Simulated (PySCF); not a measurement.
# Proton affinity of methyl chloride, site by site

Molecule: methyl chloride, `CCl` (CH3Cl). Numbering: `[CH3:1][Cl:2]`

Computed at ωB97X-D3(BJ)/def2-TZVP // PBE0-D3(BJ)/def2-SVP with PySCF (density fitting, grid level 2). ωB97X-D3(BJ) is ωB97X-V with D3(BJ) in place of VV10. Thermal corrections: PBE0-D3(BJ)/def2-SVP frequencies, unscaled, ideal gas at 298.15 K and 1 bar, quasi-RRHO entropy.

| site | product | PA / kJ/mol | GB / kJ/mol |
| --- | --- | --- | --- |
| Cl2 (chlorine) | `C[ClH+]` | 655 | 629 |

PA is −ΔH and GB is −ΔG of B + H⁺ → BH⁺ in the gas phase. Sites whose products fell apart, merged with another or lost in a GFN2-xTB screen aren't listed.

In diethyl ether the product from Cl2 is solvated 216 kJ/mol more strongly than the parent (electrostatics only).

Measured values (NIST Chemistry WebBook, evaluated or the median of agreeing entries): proton affinity (−ΔH) 647 kJ/mol (computed 655, difference 8); gas-phase basicity (−ΔG) 621 kJ/mol (computed 629, difference 8).

Known limits: the best site listed is a halogen, a weak base; protonation of a C–C, C–H or other σ bond isn't listed and may be favoured.

Run with `OMP_NUM_THREADS=1 python redox_run.py task.json out` on 1 thread of Intel Xeon Platinum 8259CL @ 2.50GHz, a shared host. Structures, frequencies and single points: 41 s of wall time.
